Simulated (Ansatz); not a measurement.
**Exact exchange and the HOMO–LUMO gap of C3HN**

C3HN: 5 atoms, total charge 0, spin state singlet. SMILES: `C#CC#N`. The shape is that of a PBE0-D4/def2-TZVP optimisation.

The HOMO–LUMO gap y, in eV, basis def2-SVPD; a is the functional's share of exact exchange. Programs: Ansatz 0.2.0.

| functional | program | a | y (eV) |
| --- | --- | --- | --- |
| PBE | Ansatz | 0 | 5.27 |
| revPBE | Ansatz | 0 | 5.29 |
| B3LYP | Ansatz | 0.2 | 6.97 |
| r2SCAN0 | Ansatz | 0.25 | 7.71 |
| PBE0 | Ansatz | 0.25 | ? |
| BHLYP | Ansatz | 0.5 | 9.59 |

Q: Fit y = c + s·a to the known rows and predict PBE0.

A: 
1. Means of the 5 rows: a = 0.1900, y = 6.966.
2. Σ(Δa)² = 0.172, Σ(Δa·Δy) = 1.4988, so the slope is 1.4988/0.172 = 8.714.
3. Intercept: 6.966 − (8.714) × 0.1900 = 5.310. The largest residual of the fit is 0.22.
4. PBE0: 5.310 + (8.714) × 0.25 = 7.49 eV.

The run gave 7.45 eV, so the prediction is off by +0.04 eV, within the scatter of the fit. Exact exchange lowers occupied levels and raises empty ones.
